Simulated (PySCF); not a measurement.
Geometries of 2 isomers of BH5P2, from PySCF, PBE0-D3(BJ)/def2-SVP geometry optimisation, gas phase. One conformer each, no zero-point energy, no frequencies.

Question: Which is lower in electronic energy at this level?
A.
```xyz
8
angstrom
B      1.451    0.262   -0.092
P      0.087   -0.690    0.709
P     -1.849   -0.294   -0.269
H      1.268    1.419   -0.383
H      2.547   -0.238   -0.165
H      0.307   -2.053    0.385
H     -1.468    0.941   -0.873
H     -2.471    0.342    0.848
```
B.
```xyz
8
angstrom
P     -1.581    0.242    0.338
B      0.095   -0.606    0.328
P      1.616    0.070   -0.543
H     -1.603    0.926   -0.909
H     -2.460   -0.827    0.018
H      0.202   -1.653    0.921
H      2.618   -0.062    0.456
H      1.427    1.477   -0.481
```

Answer: B. That is `PBP` (BH5P2), 7.1 kcal/mol below the other.

| SMILES | atoms numbered as above | E (Eh) | relative (kcal/mol) | relative (kJ/mol) | dipole (D) |
| --- | --- | --- | --- | --- | --- |
| PBP | [PH2:1][BH:2][PH2:3] | -710.01677 | 0.0 | 0.0 | 0.23 |
| BPP | [BH2:1][PH:2][PH2:3] | -710.00538 | 7.1 | 29.9 | 0.55 |
